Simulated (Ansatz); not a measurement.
Rock-salt MgS was calculated with r²SCANh in Ansatz (plane waves, PAW).

Run with plane-wave cutoff 520 eV, 8×8×8 k mesh, Fermi–Dirac smearing 0.01 eV, scalar-relativistic PAW data made under PBE.

Computed at the level's own relaxed cell.

```
CELL_PARAMETERS angstrom
      0.00000     2.59798     2.59798
      2.59798     0.00000     2.59798
      2.59798     2.59798     0.00000
ATOMIC_POSITIONS crystal
  Mg 0.00000 0.00000 0.00000
  S  0.50000 0.50000 0.50000
```

### Question
List the 5 lowest band energies at Γ above −25 eV (eV, relative to the valence band maximum), grouping those that round alike.

### Answer
At Γ: -13.67, 0.00 (×3), 5.25.

Note: the run warned that its exchange threshold was loose for the stress.

Ansatz is a first-principles code.
